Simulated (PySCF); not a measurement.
Ligands exchanged one at a time, Al F-CH3. Gas-phase values, no solvent. Strings in code marks are SMILES.

Computed with PBE-D3(BJ)/def2-TZVP // B3LYP-D3(BJ)/def2-TZVP in PySCF 2.14.0. All candidates: neutral, multiplicity 1. Excitations are Tamm–Dancoff values on a coarser integration grid. The basis has no diffuse functions, so Rydberg states are missing or too high.

```
Property                                       Result
-------------------------------------------  --------
HOMO                                         -7.92 eV
brightest of the four lowest singlets (TDA)   7.14 eV
HOMO–LUMO gap                                 6.53 eV
```

Name which member has these values.
(A) `[CH3][Al]([F])[F]`
(B) `[F][Al]([F])[F]`
(C) `[CH3][Al]([CH3])[F]`
(D) `[CH3][Al]([CH3])[CH3]`

A, `[CH3][Al]([F])[F]`. The others give `[CH3][Al]([CH3])[F]`: -6.62 eV, 6.32 eV, 5.56 eV; `[F][Al]([F])[F]`: -9.62 eV, 8.04 eV, 7.20 eV; `[CH3][Al]([CH3])[CH3]`: -6.25 eV, 6.10 eV, 5.10 eV
